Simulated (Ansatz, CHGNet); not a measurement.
Rock-salt PbSe, enthalpy of formation

Reference value: -0.518 ± 0.01 eV/atom (measured, 298 K, copied from a table, unchecked, no zero-point or thermal correction, our sources range from -0.533 to -0.518; as tabulated in Wang et al. (2021), doi:10.1038/s41598-021-94550-5).

| level (code) | value (eV/atom) |
|---|---|
| CHGNet-r²SCAN | -0.678 |
| LDA (Ansatz) | -0.521 |
| PBE (Ansatz) | -0.564 |
| PBE-D4 (Ansatz) | -0.562 |
| r²SCAN (Ansatz) | -0.675 |
| HSE06 (Ansatz) | -0.608 |
| PBE0 (Ansatz) | ? |
| r²SCAN0 (Ansatz) | ? |
| Hartree–Fock (Ansatz) | ? |

Q: Complete the blanks.

A: 
- PBE0 (Ansatz, a first-principles code), value (eV/atom): -0.631
- r²SCAN0 (Ansatz), value (eV/atom): -0.705
- Hartree–Fock (Ansatz), value (eV/atom): -0.873

Differences against the reference: CHGNet-r²SCAN -0.160 eV/atom, LDA -0.003 eV/atom, PBE -0.046 eV/atom, PBE-D4 -0.044 eV/atom, r²SCAN -0.157 eV/atom, HSE06 -0.090 eV/atom, PBE0 -0.113 eV/atom, r²SCAN0 -0.187 eV/atom, Hartree–Fock -0.355 eV/atom.

Once the reference is moved by up to 0.030 eV/atom (a margin picked here for doubts on the reference and the settings, and for temperature and zero-point motion) and values within 0.010 eV/atom count as equal, the nearest can be LDA (-0.003 eV/atom), PBE-D4 (-0.044 eV/atom) or PBE (-0.046 eV/atom). Farthest off among them: Hartree–Fock (-0.355 eV/atom).

The measured value isn't corrected to a static lattice, so vibrations enter the comparison.  Density-functional levels without +SOC have no spin–orbit coupling, which shifts binding energies of heavy elements. PBE-D4: a distance lies near a switch of the dispersion term, which can move the cell. HSE06: exact exchange on metals is sensitive to the k mesh and can open a false gap. HSE06: the run warned that the count of filled bands differs between k points. Hartree–Fock: the cell is over a tenth larger than the published one: the level's own overestimate first of all, though another phase or state, or a fault of the published cell, is possible. Hartree–Fock: an element that serves as reference has a cell well above its measured volume. Each level is taken at its own relaxed cell. Cutoffs differ between the levels. Ansatz's density-functional and Hartree–Fock values are scalar-relativistic unless marked +SOC, with PAW data made under PBE.

Machine-learned potentials (CHGNet-r²SCAN) are trained on DFT data: a solid inside that data is no test of them.

Differences are worked out from the printed values.
